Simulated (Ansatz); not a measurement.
Input file:

```yaml
crystal:
  periodic: [false, false, false]
  atoms:
    - {symbol: B, position_ang: [0.000000, 0.000000, 0.008418]}
    - {symbol: O, position_ang: [0.000000, 0.000000, -1.189543]}
    - {symbol: H, position_ang: [0.000000, 0.000000, 1.181125]}
basis:
  gaussian: {orbitals: 6-31G}
correlation: {method: fci, electrons: outside_noble_gas}
```

```sh
$ ansatz run in.yaml --threads 1 --pin off --events-out ev --progress --plain --max-ram 2393MiB
```

Log:

```
388 factors; integrals over basis functions are off by at most 1.2e-7 eV
mean field evaluation 1: about -2720.7081 eV, gradient 4.0e1 eV
mean field evaluation 2: about -2720.7122 eV, gradient 4.0e1 eV
mean field evaluation 4: about -2724.3392 eV, gradient 1.9e0 eV
mean field evaluation 8: about -2724.3605 eV, gradient 6.0e-5 eV
mean field -2724.36048007 eV, -100.1184010046 hartree, gradient 3.0e-6 eV, S^2 0.000000; 0 other end points of the search recorded, 0 dependent functions left out
2 core orbitals not correlated: weight in the atoms' cores, before any rotation towards them, 1.000 or more for the frozen orbitals, at most 0.000 for the correlated occupied ones
reference -2724.36048007 eV, -100.1184010046 hartree; 5, 5 occupied and 13, 13 virtual orbitals, 388 factors
state -2729.83640566 eV, -100.3196375585 hartree
Total energy: -2729.83640566 eV, -100.3196375585 hartree
```

Ran on 1 thread of Arm Neoverse V1, shared host: 95 s wall, 1.2 GiB peak host memory.
